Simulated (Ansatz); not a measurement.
A calculation with Ansatz (development build ahead of 0.2.0).

```yaml
crystal:
  periodic: [false, false, false]
  atoms:
    - { symbol: C, position_ang: [0.0, 0.0, -0.92344] }
    - { symbol: C, position_ang: [0.0, 0.70021, 0.53776] }
    - { symbol: C, position_ang: [0.0, -0.70021, 0.53776] }
    - { symbol: H, position_ang: [0.9922, 0.0, -1.58093] }
    - { symbol: H, position_ang: [-0.9922, 0.0, -1.58093] }
    - { symbol: H, position_ang: [0.0, 1.71686, 1.1247] }
    - { symbol: H, position_ang: [0.0, -1.71686, 1.1247] }
basis:
  gaussian: { orbitals: def2-TZVP }
hamiltonian:
  xc: hf
correlation:
  method: mp2
  frozen_orbitals: { C: 1, H: 0 }
```

The input is written out in the form of the current development build from the run's settings.

The run gave:

```
Converged                       : yes
Reference energy                : -115.80820 hartree
Correlation energy              : -0.49209 hartree
Total energy                    : -116.30030 hartree
Spin squared of the determinant : 0.000
```

Caution: no unrestricted run beside it, a lower state can exist.
